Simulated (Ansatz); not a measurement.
**Pt (model structure, started from the diamond type, Fd-3m, No. 227, 2 atoms in the cell)**

All values below come from PBEsol (PAW; Ansatz, a program for electronic structure).

Run with plane-wave cutoff 500 eV, 24×24×24 k mesh, Fermi–Dirac smearing 0.1 eV, scalar-relativistic PAW data made under PBE.

Cell (relaxed at this level):

```cif
data_Pt2
_chemical_formula_sum 'Pt2'
_space_group_name_H-M_alt 'P 1'
_space_group_IT_number 1
_cell_length_a 4.02549
_cell_length_b 4.02549
_cell_length_c 4.02549
_cell_angle_alpha 60.000
_cell_angle_beta 60.000
_cell_angle_gamma 60.000
loop_
_space_group_symop_operation_xyz
  'x, y, z'
loop_
_atom_site_label
_atom_site_type_symbol
_atom_site_fract_x
_atom_site_fract_y
_atom_site_fract_z
_atom_site_occupancy
Pt1 Pt 0.75000 0.75000 0.75000 1
Pt2 Pt 0.50000 0.50000 0.50000 1
```

| Property | Value |
|---|---|
| band gap | zero (no gap) |

Note: the relaxation could raise the start's symmetry but not lower it, so the cell can be a saddle point.

Spin–orbit coupling is not included.

A model structure was made by putting elements into a prototype or built by hand; it is no filed structure, need not be a known phase, and can be a saddle point held by its symmetry.
